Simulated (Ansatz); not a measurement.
Species: C4H4N (charge 0, doublet). It need not be the lowest isomer of its formula. SMILES: [c]1cc[nH]c1
Structure (B3LYP-D3(BJ)/def2-TZVP (Ansatz, a first-principles code) minimum search):
```
N
H 1 1.0047
C 1 1.3696 2 124.85
H 3 1.0769 1 121.24 2 0.00
C 1 1.3805 2 124.99 3 180.00
C 5 1.3635 1 105.23 2 -180.00
H 5 1.0748 6 132.67 1 180.00
C 3 1.3812 4 130.21 1 -180.00
H 8 1.0760 3 126.37 4 0.00
```
Charge 0, spin multiplicity 2.

Parts of the frozen-core correlation energy in STO-3G (Ansatz, hartree). Frozen orbitals: 5; correlated occupied orbitals by spin: 13 and 12; virtual: 11 and 12. Open shells are spin-unrestricted. No spin-orbit coupling. Non-relativistic.

```tsv
term	value
reference (HF)	-205.57404
MP2 opposite-spin	[?]
MP2 same-spin	-0.04524
CCSD correlation	[?]
(T)	[?]
T1 diagnostic	0.050
largest doubles amplitude	0.106
<S^2> of the reference	1.288
```

Q: What belongs in the gaps?

A: 
- MP2 opposite-spin, value: -0.18224
- CCSD correlation, value: -0.30954
- (T), value: -0.00820
